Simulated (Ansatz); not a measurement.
## CH6Si: where a starting geometry ends

The starting geometry of this gas-phase triplet was optimised with GFN2-xTB as a singlet; its bonds are those of `C[SiH3]`.

```xyz
8

C    -0.2791   -0.1418    0.6571
Si   -0.0012    0.3545   -1.1510
H     0.4174    0.3672    1.3177
H    -0.1915    1.7995   -1.2972
H    -0.9588   -0.3511   -2.0057
H    -0.1435   -1.2104    0.7984
H     1.3625    0.0006   -1.5521
H    -1.2844    0.1077    0.9852
```

Q: Where would you expect an optimisation with r2SCAN-D4/def2-SVP to take it?

A: It falls apart into H3Si + CH3. Contacts that open: C1–Si2 (1.90 → 4.18 Å).

The energy falls by 4.47 eV over 16 steps:

```tsv
step	E − E(last) (eV)
1	4.466
3	1.542
4	1.101
6	0.186
8	0.057
9	0.010
11	0.001
13	0.000
14	0.000
16	0.000
```

Final geometry (Å):

```yaml
atoms:
  - { symbol: C, position_ang: [-0.4194, -0.3895, 1.5528] }
  - { symbol: Si, position_ang: [0.1987, 0.7086, -2.4282] }
  - { symbol: H, position_ang: [0.3953, 0.2731, 1.8468] }
  - { symbol: H, position_ang: [-0.1391, 1.9488, -1.6694] }
  - { symbol: H, position_ang: [-0.9289, -0.2692, -2.4120] }
  - { symbol: H, position_ang: [-0.2115, -1.4290, 1.2972] }
  - { symbol: H, position_ang: [1.4666, 0.0927, -1.9371] }
  - { symbol: H, position_ang: [-1.4402, -0.0092, 1.5023] }
```

No frequencies were run, so the end isn't proven a minimum. Open shells are spin-unrestricted. The triplet needn't be the ground state. Run with Ansatz 0.2.0, 3.1 min on 1 thread of AMD EPYC (Zen 3) (shared host).
